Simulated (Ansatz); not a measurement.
# C₂H₃NO: functionals against CCSD(T) at one geometry

The atoms stand at a structure displaced at random from a GFN2-xTB minimum. How far do the functionals agree with CCSD(T) there?

Computed with Ansatz 0.2.0, Gaussian basis. Level: single points in def2-TZVPP.

Cores are frozen in the correlated methods.

## Step 1: Where the work starts

SMILES `COC#N`, 7 atoms, charge 0, spin multiplicity 1.

Atoms are counted from 1 here; the program's logs count them from 0.

Bond lengths: C1–O2 1.462 Å, C1–H5 1.063 Å, C1–H6 1.214 Å, C1–H7 1.363 Å, O2–C3 1.280 Å, C3–N4 1.035 Å. Angles: O2–C1–H5 116.2°, O2–C1–H6 106.9°, O2–C1–H7 110.2°, H5–C1–H6 123.6°, H5–C1–H7 91.3°, H6–C1–H7 106.6°, C1–O2–C3 123.3°, O2–C3–N4 162.6°.

Coordinates:

```xyz
7
charge 0, multiplicity 1
C    -0.4032    0.5879   -0.3452
O     0.6894   -0.3830   -0.3603
C     0.8243   -1.3025    0.5205
N     0.6926   -1.8923    1.3607
H    -0.9152    0.7336   -1.2652
H    -0.9651    0.4697    0.7246
H     0.0947    1.8563   -0.3850
```

## Step 2: CCSD(T)/def2-TZVPP

The input, run/in.yaml:

```yaml
crystal:
  periodic: [false, false, false]
  atoms:
    - {symbol: C, position_ang: [-0.403200, 0.587900, -0.345200]}
    - {symbol: O, position_ang: [0.689400, -0.383000, -0.360300]}
    - {symbol: C, position_ang: [0.824300, -1.302500, 0.520500]}
    - {symbol: N, position_ang: [0.692600, -1.892300, 1.360700]}
    - {symbol: H, position_ang: [-0.915200, 0.733600, -1.265200]}
    - {symbol: H, position_ang: [-0.965100, 0.469700, 0.724600]}
    - {symbol: H, position_ang: [0.094700, 1.856300, -0.385000]}
basis:
  gaussian: {orbitals: def2-TZVPP}
correlation: {method: ccsd_t}
output: {forces: true}
```

The command line of these runs was not kept.

## Step 3: PBE0-D4/def2-TZVPP

run/in.yaml: that of step 2 with these lines changed.

```diff
@@ -12,3 +12,3 @@
   gaussian: {orbitals: def2-TZVPP}
-correlation: {method: ccsd_t}
-output: {forces: true}
+hamiltonian: {xc: pbe0, dispersion: d4}
+output: {forces: true, orbitals: {seedname: orbitals}}
```

## Step 4: wB97M-V/def2-TZVPP

run/in.yaml: that of step 3 with these lines changed.

```diff
@@ -12,3 +12,3 @@
   gaussian: {orbitals: def2-TZVPP}
-hamiltonian: {xc: pbe0, dispersion: d4}
-output: {forces: true, orbitals: {seedname: orbitals}}
+hamiltonian: {xc: {name: wB97M-V}}
+output: {forces: true}
```

## Step 5: r2SCAN-D4/def2-TZVPP

run/in.yaml: that of step 4 with these lines changed.

```diff
@@ -12,3 +12,3 @@
   gaussian: {orbitals: def2-TZVPP}
-hamiltonian: {xc: {name: wB97M-V}}
+hamiltonian: {xc: r2scan, dispersion: d4}
 output: {forces: true}
```

## Step 6: PBE-D4/def2-TZVPP

run/in.yaml: that of step 5 with these lines changed.

```diff
@@ -12,3 +12,3 @@
   gaussian: {orbitals: def2-TZVPP}
-hamiltonian: {xc: r2scan, dispersion: d4}
+hamiltonian: {xc: pbe, dispersion: d4}
 output: {forces: true}
```

## Step 7: wB97X-V/def2-TZVPP

run/in.yaml: that of step 6 with these lines changed.

```diff
@@ -12,3 +12,3 @@
   gaussian: {orbitals: def2-TZVPP}
-hamiltonian: {xc: pbe, dispersion: d4}
+hamiltonian: {xc: {name: wB97X-V}}
 output: {forces: true}
```

## Step 8: SPW92/def2-TZVPP

run/in.yaml: that of step 7 with these lines changed.

```diff
@@ -12,3 +12,3 @@
   gaussian: {orbitals: def2-TZVPP}
-hamiltonian: {xc: {name: wB97X-V}}
+hamiltonian: {xc: lda}
 output: {forces: true}
```

(Steps that only read results are left out.)

Q: Predict the outcome of this session. Wanted: energy less free atoms, CCSD(T)/def2-TZVPP; RMS force component; RMS force error; HOMO and LUMO, PBE0-D4; T1 diagnostic.

The runs gave:

| quantity | value |
| --- | --- |
| energy less free atoms, CCSD(T)/def2-TZVPP | -26.226 eV |
| RMS force component | 6.759 to 7.230 eV/Å over the methods |
| RMS force error | PBE0-D4 0.365, wB97M-V 0.444, r2SCAN-D4 0.238, PBE-D4 0.169, wB97X-V 0.351, SPW92 0.374 eV/Å |
| HOMO and LUMO, PBE0-D4 | -8.70 and -0.24 eV |
| T1 diagnostic | 0.012 |

**Reading.** Against CCSD(T) the functionals' energies less atoms differ by -6.573 to -1.063 eV, PBE-D4 by -2.420 eV. A larger basis would deepen the CCSD(T) value, while the functionals are nearly converged already, so the order here is not reliable. For forces PBE-D4 does best and wB97M-V worst. Frozen-core CCSD(T) forces in triple zeta carry basis errors of their own, and this is one geometry, so small gaps rank nothing.
